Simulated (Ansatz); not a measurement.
# Worked example: correlation energy of BH4, doublet

Geometry: a PBE0/def2-TZVP stationary point for this spin, not checked as a minimum.

```yaml
atoms:
  - { symbol: B, position_ang: [0.0000, 0.0000, 0.0000] }
  - { symbol: H, position_ang: [0.4147, 0.8125, 0.8107] }
  - { symbol: H, position_ang: [-0.4243, -0.8077, 0.8105] }
  - { symbol: H, position_ang: [-0.4128, 0.8086, -0.8154] }
  - { symbol: H, position_ang: [0.4225, -0.8134, -0.8057] }
```

Basis 6-31G; Ansatz 0.2.0. Only valence electrons are correlated (noble-gas cores frozen), which leaves 7 electrons in 16 orbitals. Prefix R: restricted or restricted open-shell reference; prefix U: unrestricted.

Full CI is exact within this basis and frozen core; it isn't the basis-set limit. The frozen core follows each run's orbitals, which can shift R against U totals by a few meV.

Runs differ by some tens of microhartree through their thresholds and, for an open shell, their frozen cores, so steps under 0.1 kcal/mol mean nothing.

| level | total energy (hartree) |
| --- | --- |
| UHF | -26.852340 |
| UMP2 | -26.921864 |
| UCCSD | -26.945194 |
| UCCSD(T) | -26.946808 |
| UCCSDT | -26.947348 |
| UCCSDT(Q) | -26.947394 |
| UCCSDTQ | -26.947405 |
| full CI | -26.947405 |

Q: What is the correlation energy at full CI, and what share of it do UMP2 and UCCSD(T) recover?

A: E(corr) = -26.947405 − (-26.852340) = -0.095065 hartree = -2.587 eV. UMP2: -0.069524 / -0.095065 = 73.13 %. UCCSD(T): -0.094468 / -0.095065 = 99.37 %.

Q: By how many kcal/mol does UCCSD(T) miss full CI (1 hartree = 627.509 kcal/mol), and which steps make up the rest?

A: -26.946808 − (-26.947405) = 0.000597 hartree = 0.37 kcal/mol. Steps: UCCSDT − UCCSD(T) = -0.34, UCCSDT(Q) − UCCSDT = -0.03, UCCSDTQ − UCCSDT(Q) = -0.01, full CI − UCCSDTQ = 0.00 kcal/mol. That is within 1 kcal/mol of the reference in this basis, which itself misses far more of the correlation at the basis-set limit.
